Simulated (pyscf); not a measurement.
Optimised with ωB97X-D3(BJ)/def2-SVP in PySCF. MP2 and CC: frozen core, UHF for open shells. ΔMP2 is the change of the MP2 total energy from the triple- to the quadruple-zeta basis.

Task: PBE/def2-TZVP puts the barrier of `[CH3][O]` [doublet] + `[CH4]` → `[CH3][OH]` + `[CH3]` [doublet] (hydrogen abstraction; doublet surface; C–H broken, H–O formed) at 6.4 kcal/mol and the reaction energy at +4.5 kcal/mol, from the separated reactants. What do r²SCAN/def2-TZVP, M06-2X/def2-TZVP, CCSD(T)/def2-TZVPP + ΔMP2(QZVPP) give on the same structures?

Result: r²SCAN: ΔE‡ = 8.8 kcal/mol, ΔE = +3.1 kcal/mol; M06-2X: ΔE‡ = 12.6 kcal/mol, ΔE = +1.6 kcal/mol; CCSD(T): ΔE‡ = 13.1 kcal/mol, ΔE = -0.6 kcal/mol. PBE's barrier lies under all of them, by 2.4 to 6.6 kcal/mol. Its reaction energy lies over all of them, by 1.4 to 5.1 kcal/mol. Low barriers are usual for a GGA, whose delocalisation error favours stretched bonds. H₃C–O• lies 7.0 kcal/mol over its isomer •H₂C–OH (electronic energy, ωB97M-D3(BJ)). This is the saddle that the search found; another between the same sides may lie lower. The angle at the transferred H is 171°. The CCSD(T) − MP2 part came from Ansatz, without density fitting, on the same reference.
